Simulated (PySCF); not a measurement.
Species: borane phosphine, BH6P.
Atom-mapped SMILES: `[BH3-:1][PH3+:2]` (hydrogens: H3, H4, H5 on B1; H6, H7, H8 on P2)

Computed with PySCF at wB97X-D/pcSseg-2, non-relativistic, on one gas-phase PBE0-D3(BJ)/def2-TZVP geometry that isn't relaxed in the solvent. The solvent is an IEF-PCM continuum (van der Waals radii × 1.2). The model holds no explicit solvent molecules, cavitation or dispersion.

Gas phase at wB97X-D/pcSseg-2: HOMO -10.52 eV, LUMO 1.79 eV, dipole 4.19 D.

What does the continuum do to the energy, the frontier levels and the dipole at wB97X-D/pcSseg-2 in chloroform?

```csv
solvent,ε,E(solvent) − E(gas) (kJ/mol),polarisation term (kJ/mol),distortion of the solute (kJ/mol),HOMO (eV),LUMO (eV),dipole (D)
chloroform,4.711,-21.29,-25.63,4.34,-10.64,2.25,5.24
```

Polarisation term: ½ Σ q·V over the induced surface charges. Distortion: the rise of the solute's own energy as its density leaves the gas-phase optimum.

Which radius a makes the point-dipole formula ΔE = −[(ε − 1)/(2ε + 1)]·μ²/a³ give the value in chloroform, with the gas-phase dipole?

μ = 1.649 au and |ΔE| = 0.00811 Eh give a = 2.61 Å; the farthest nucleus lies 1.93 Å from the centroid of the nuclei. The formula assumes a rigid point dipole at the centre of a sphere.

Hardware: an Intel Xeon 6975P-C with one thread, no GPU, shared host with 192 logical CPUs at a one-minute load of 41. Cost: 5.9 s wall, 0.75 GiB resident at most. This is the whole shielding run at wB97X-D/pcSseg-2 in chloroform, SCF included.

Note: wB97X-D ran without an empirical dispersion term, which enters the total energy and its gradient alone.
